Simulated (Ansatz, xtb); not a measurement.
# Redistribution: CClF3 + CH4S → CHF3S + CH3Cl

Species: CClF3 `FC(F)(F)Cl`, singlet; CH4S (methanethiol) `CS`, singlet; CHF3S (trifluoromethanethiol) `FC(F)(F)S`, singlet; CH3Cl (chloromethane) `CCl`, singlet. The partners trade Cl for SH; both sit on C, so the bond types are kept.

Shapes, held fixed at every level: PBE0-D4/def2-TZVP. Programs: Ansatz 0.2.0, xtb 6.7.1. The zero-point and thermal change to 298 K, harmonic and unscaled (PBE0-D4/def2-TZVP), is +0.5 kJ/mol.

```csv
level,kind,ΔH(298 K) (kJ/mol),less CCSD(T)/CBS estimate
GFN2-xTB,semi-empirical,-0.4,-0.5
SPW92/def2-TZVPP,LDA,+5.5,+5.4
PBE0-D4/def2-TZVPP,global hybrid,+3.2,+3.1
wB97M-V/def2-TZVPP,range-separated hybrid,+1.6,+1.5
MP2/def2-SVP,perturbation theory,+11.5,+11.4
MP2/def2-TZVPP,perturbation theory,+3.8,+3.7
CCSD/def2-SVP,coupled cluster or CI,+8.1,+8.0
CCSD(T)/CBS estimate,coupled cluster or CI,+0.1,0.0
```

The highest level, CCSD(T)/CBS estimate, gives ΔH(298 K) = +0.1 kJ/mol; the levels span -0.4 to +11.5. That is about zero within the method's error. They disagree on the sign: 7 of 8 are positive. The column of differences is taken from that level and isn't an error. No measured value is set beside it here. The CBS estimate extrapolates MP2 from def2-TZVPP and def2-QZVPP and adds CCSD(T) − MP2 in the triple-zeta set, cores frozen.
